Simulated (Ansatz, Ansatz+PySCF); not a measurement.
```xyz
5

C     0.0199   -0.0392   -0.4842
O    -0.0005    0.0436    0.7569
H    -0.0310   -1.0521   -1.1004
H    -0.9238    0.4763   -1.0691
H     0.8577    0.4795   -1.0648
```

RHF-MP2 on singlet CH₃O(-) was run in several spherical basis sets with Ansatz (development build ahead of 0.2.0). Frozen core: 2 orbitals. Caution: no diffuse functions for an anion.

(1) Rank the basis sets by the total energy that they give, lowest first, with the distance from the lowest.
A. def2-TZVP
B. STO-3G
C. 6-31G
D. def2-SVP
E. cc-pVDZ
F. 6-31G(d)
G. cc-pVTZ
H. aug-cc-pVDZ

Answers

(1) G (0.00 eV), A (0.07 eV), H (2.19 eV), E (3.83 eV), F (5.00 eV), D (6.42 eV), C (8.96 eV), B (56.92 eV).

Totals follow the description of the cores as much as that of the bonds, so this order isn't one of quality for chemistry.
